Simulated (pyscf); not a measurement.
Substitution at C: `[CH3][CH2][Zn][OH]` + `[H]` [doublet] -> `[CH4]` + `[CH2][Zn][OH]` [doublet]

Gas phase, doublet surface, charge 0. Bonds broken: C1–C2. Bonds formed: C1–H11. Structures and frequencies: ωB97X-D3(BJ)/def2-SVP in PySCF.

Transition state (Å):

```xyz
11

C      0.0055     1.2726     0.6893
C     -0.3552    -0.3018    -0.2524
Zn    -2.2382    -0.5680    -0.5209
O     -4.0084    -0.6552    -0.6627
H      1.0874     1.1040     0.6574
H     -0.4575     1.9390    -0.0461
H     -0.5575     0.9870     1.5842
H      0.2185    -0.1885    -1.1868
H      0.1245    -1.0883     0.3530
H     -4.3733    -1.3880    -1.1682
H      0.3388     2.4569     1.4014
```

One imaginary mode, 1586i cm⁻¹; descent along it reached the two sides named.

```
bond    change  reactant side (Å)  saddle  product side
------  ------  -----------------  ------  ------------
C1–C2   breaks              1.536   1.870           3.9
C1–H11   forms                3.8   1.421         1.099
```

Electronic energies relative to the separated reactants (kcal/mol):

```json
[
 {"level": "ωB97X-D3(BJ)/def2-TZVP", "barrier": "35.5", "reaction energy": "-21.0", "reverse barrier": "56.5"},
 {"level": "PBE/def2-TZVP", "barrier": "26.3", "reaction energy": "-20.0", "reverse barrier": "46.3"},
 {"level": "r²SCAN/def2-TZVP", "barrier": "25.7", "reaction energy": "-25.3", "reverse barrier": "51.0"},
 {"level": "B3LYP-D3(BJ)/def2-TZVP", "barrier": "28.4", "reaction energy": "-24.4", "reverse barrier": "52.8"},
 {"level": "PBE0-D3(BJ)/def2-TZVP", "barrier": "30.7", "reaction energy": "-20.1", "reverse barrier": "50.8"},
 {"level": "M06-2X/def2-TZVP", "barrier": "33.5", "reaction energy": "-21.1", "reverse barrier": "54.6"},
 {"level": "ωB97M-D3(BJ)/def2-TZVP", "barrier": "34.0", "reaction energy": "-21.9", "reverse barrier": "55.8"},
 {"level": "HF/def2-TZVP", "barrier": "48.7", "reaction energy": "-28.6", "reverse barrier": "77.3"}
]
```

With ωB97M-D3(BJ)/def2-TZVP energies and thermal terms (ideal gas, 1 atm, RRHO with modes under 100 cm⁻¹ raised to 100, one conformer, R ln 2 for chiral ones without a mode under 150 cm⁻¹), in kcal/mol:

```
T (K)   ΔH‡   ΔG‡     ΔH     ΔG
-----  ----  ----  -----  -----
298    33.7  40.6  -20.4  -23.3
600    33.4  47.8  -21.1  -26.1
900    33.1  55.0  -22.1  -28.4
1200   32.9  62.4  -23.3  -30.3
```

Abstraction by the radical was not located in this set and often lies lower. This is the saddle that the search found; another between the same sides may lie lower. The angle at the attacked C is 178°. Elements up to Kr have no core potential and no relativistic terms here.
